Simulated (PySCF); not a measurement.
formaldehyde (CH2O), SMILES O=C.

Coordinates come from a r2SCAN-D4/def2-TZVPD optimisation.

Method: TDA-CAM-B3LYP/def2-TZVPD (PySCF 2.14.0).

Vertical excitations. Isolated molecule, no solvent. State labels are in the subgroup C2v.

Computed UV-visible absorptions:
| state | symmetry | energy (eV) | λ (nm) | f | main pairs |
|---|---|---|---|---|---|
| S1 | A2 | 4.01 | 309 | 0.000 | HOMO→LUMO 98 % |
| S2 | B2 | 7.10 | 175 | 0.025 | HOMO→LUMO+1 96 % |
| S3 | B2 | 8.30 | 149 | 0.065 | HOMO→LUMO+3 90 % |
| S4 | A1 | 8.34 | 149 | 0.086 | HOMO→LUMO+2 98 % |
| S5 | A2 | 8.78 | 141 | 0.000 | HOMO→LUMO+4 98 % |
| S6 | B1 | 9.26 | 134 | 0.000 | HOMO−2→LUMO 97 % |
| S7 | B2 | 9.54 | 130 | 0.017 | HOMO→LUMO+5 88 % |
| S8 | A1 | 9.77 | 127 | 0.053 | HOMO−1→LUMO 55 %, HOMO→LUMO+6 38 % |
| S9 | B2 | 10.03 | 124 | 0.029 | HOMO→LUMO+7 97 % |
| S10 | A2 | 10.24 | 121 | 0.000 | HOMO−3→LUMO 97 % |
| T1 | A2 | 3.32 | 373 | 0 | HOMO→LUMO 98 % |
| T2 | A1 | 5.92 | 209 | 0 | HOMO−1→LUMO 96 % |
| T3 | B2 | 6.91 | 179 | 0 | HOMO→LUMO+1 94 % |
| T4 | B2 | 8.00 | 155 | 0 | HOMO→LUMO+3 88 % |
Triplets are in the Tamm–Dancoff approximation.
